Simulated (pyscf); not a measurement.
Four-centre exchange: H₂C=NH + H₂ → H₂C=NH + H₂

Gas phase, singlet surface, charge 0. Bonds broken: C1–H6, H3–H7. Bonds formed: C1–H3, H6–H7. Structures and frequencies: ωB97X-D3(BJ)/def2-SVP in PySCF.

Transition state (Å):

```xyz
7

C     -1.0069     0.0213    -0.0907
N     -0.8902     0.1344     1.1975
H     -0.3770    -0.8835    -0.7313
H     -1.8836    -0.0162    -0.7646
H     -0.8002    -0.7815     1.6369
H     -0.4709     0.9657    -0.7442
H      0.0626     0.0761    -1.0684
```

One imaginary mode, 1974i cm⁻¹; descent along it reached the two sides named.

```
bond   change  reactant side (Å)  saddle  product side
-----  ------  -----------------  ------  ------------
C1–H6  breaks              1.101   1.267           3.2
H3–H7  breaks              0.760   1.108           4.8
C1–H3   forms                3.2   1.275         1.105
H6–H7   forms                4.0   1.087         0.779
```

Electronic energies relative to the separated reactants (eV):

| level | barrier | reaction energy | reverse barrier |
|---|---|---|---|
| ωB97X-D3(BJ)/def2-TZVP | 3.94 | 0.00 | 3.94 |
| PBE/def2-TZVP | 3.30 | 0.00 | 3.30 |
| r²SCAN/def2-TZVP | 3.49 | 0.00 | 3.49 |
| B3LYP-D3(BJ)/def2-TZVP | 3.80 | 0.00 | 3.80 |
| PBE0-D3(BJ)/def2-TZVP | 3.54 | 0.00 | 3.54 |
| M06-2X/def2-TZVP | 3.93 | 0.00 | 3.93 |
| ωB97M-D3(BJ)/def2-TZVP | 3.88 | 0.00 | 3.88 |
| HF/def2-TZVP | 4.90 | 0.00 | 4.90 |

With ωB97M-D3(BJ)/def2-TZVP energies and thermal terms (ideal gas, 1 atm, RRHO with modes under 100 cm⁻¹ raised to 100, one conformer, R ln 2 for chiral ones without a mode under 150 cm⁻¹), in eV:

```json
[
 {"T (K)": "298", "ΔH‡": "3.83", "ΔG‡": "4.19", "ΔH": "0.00", "ΔG": "0.00"},
 {"T (K)": "600", "ΔH‡": "3.80", "ΔG‡": "4.57", "ΔH": "0.00", "ΔG": "0.00"},
 {"T (K)": "900", "ΔH‡": "3.79", "ΔG‡": "4.96", "ΔH": "0.00", "ΔG": "0.00"},
 {"T (K)": "1200", "ΔH‡": "3.81", "ΔG‡": "5.35", "ΔH": "0.00", "ΔG": "0.00"}
]
```

The same reactants have a lower exit, to H₃C–NH₂ (barrier +3.28 eV at ωB97M-D3(BJ)/def2-TZVP, against +3.88 eV here). Another saddle between the same species, by other bonds, lies lower (2.79 eV against 3.88 eV at ωB97M-D3(BJ)/def2-TZVP).
